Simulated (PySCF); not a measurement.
# C4H6F2: the cost of one run

The runs use PySCF 2.14.0, with density-fitted response routines of our own; the level of theory stands in each step. All values are computed, except where a source is named. Atoms count from 0, in the outputs and in this text.

## Step 1: Starting geometry

12 atoms, charge 0, multiplicity 1; geometry from: GFN2-xTB. The atoms were then displaced at random by about 0.01 Å, so the start is not that level's minimum.

Bonds of the start (Å): F0–C1 1.35, C1–C2 1.53, C2–F3 1.38, C2–C4 1.48, C4–C5 1.49, C5–C2 1.47, C1–H6 1.10, C1–H7 1.11, C4–H8 1.07, C4–H9 1.09, C5–H10 1.07, C5–H11 1.08.

## Step 2: Geometry optimisation at PBE0-D3(BJ)/def2-SVP

The job: settings as JSON, then the geometry in Å.

```
{"job": {"xc": "PBE0", "basis": "def2-SVP", "d3": "d3bj", "grid": 1, "shake": 0.01, "kind": "geom"}, "charge": 0, "multiplicity": 1}
F      1.503790     0.730540    -1.173670
C      1.465930     0.200710     0.071240
C      0.041720    -0.195080     0.451190
F      0.105450    -0.741500     1.714710
C     -1.136750     0.606960     0.065660
C     -0.916350    -0.746740    -0.525230
H      2.139610    -0.672820     0.055680
H      1.881540     0.960620     0.763440
H     -0.974410     1.487710    -0.523470
H     -1.919740     0.719910     0.820050
H     -0.609140    -0.821880    -1.544420
H     -1.541950    -1.556700    -0.184200
```

Command:

```
$ OMP_NUM_THREADS=1 python probes_run.py task.json out
```

One launch serves the whole session: the jobs run in the order shown.

**Question.** How long does this first job take on 1 thread of Arm Neoverse V2, shared host, and how much memory does it need?

About 45 s, with a peak of 0.48 GiB.
